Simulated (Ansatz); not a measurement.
in.yaml

```yaml
crystal:
  periodic: [false, false, false]
  atoms:
    - {symbol: Si, position_ang: [0.009520, -0.016127, 0.000037]}
    - {symbol: H, position_ang: [1.481463, -0.001899, -0.000059]}
    - {symbol: H, position_ang: [-1.032593, 1.749231, -0.004009]}
    - {symbol: H, position_ang: [-0.714130, -1.297977, 0.003038]}
basis:
  gaussian: {orbitals: aug-cc-pVDZ}
total_charge: 1
magnetization: {spin_polarized: false}
correlation: {method: ccsdtq, electrons: outside_noble_gas}
```

```sh
$ ansatz run in.yaml --threads 2 --pin off --events-out ev --progress --plain --max-ram 24576MiB --backend cuda --devices 0, --max-vram 18GiB
```

Output:

```
926 factors; integrals over basis functions are off by at most 2.3e-7 eV
mean field evaluation 1: about -7898.6301 eV, gradient 7.7e0 eV
mean field evaluation 2: about -7898.6293 eV, gradient 7.7e0 eV
mean field evaluation 4: about -7899.0111 eV, gradient 1.7e-1 eV
mean field evaluation 8: about -7899.0113 eV, gradient 1.4e-4 eV
mean field -7899.01134615 eV, -290.2833128287 hartree, gradient 3.0e-6 eV, S^2 0.000000; 0 other end points of the search recorded, 0 dependent functions left out
5 core orbitals not correlated: weight in the atoms' cores, before any rotation towards them, 1.000 or more for the frozen orbitals, at most 0.000 for the correlated occupied ones
reference -7899.01134615 eV, -290.2833128287 hartree; 3, 3 occupied and 46, 46 virtual orbitals, 926 factors
second order -2.48305501 eV of doubles, -0.00000000 eV of singles
cycle   1  -3.02386918 eV  change   -5.4e-1 eV  update   6.7e-2
cycle   2  -3.36292996 eV  change   -3.4e-1 eV  update   3.2e-2
cycle   3  -3.37651835 eV  change   -1.4e-2 eV  update   9.0e-3
cycle   4  -3.38425312 eV  change   -7.7e-3 eV  update   3.8e-3
cycle   5  -3.38575430 eV  change   -1.5e-3 eV  update   1.2e-3
cycle   6  -3.38527449 eV  change    4.8e-4 eV  update   4.7e-4
cycle   7  -3.38532503 eV  change   -5.1e-5 eV  update   1.9e-4
cycle   8  -3.38543949 eV  change   -1.1e-4 eV  update   5.7e-5
cycle   9  -3.38541551 eV  change    2.4e-5 eV  update   2.4e-5
cycle  10  -3.38540301 eV  change    1.3e-5 eV  update   9.4e-6
cycle  11  -3.38540227 eV  change    7.3e-7 eV  update   4.7e-6
cycle  12  -3.38540384 eV  change   -1.6e-6 eV  update   2.5e-6
cycle  13  -3.38540459 eV  change   -7.5e-7 eV  update   8.9e-7
cycle  14  -3.38540455 eV  change    3.5e-8 eV  update   3.1e-7
Total energy: -7902.39675070 eV, -290.4077241512 hartree
```

For the same geometry and basis full CI lies 0.0 meV higher.

Ran on 2 threads of AMD EPYC 7R13 with a shared H100 80 GB, shared host: 7.5 s wall, 0.79 GiB peak host memory.
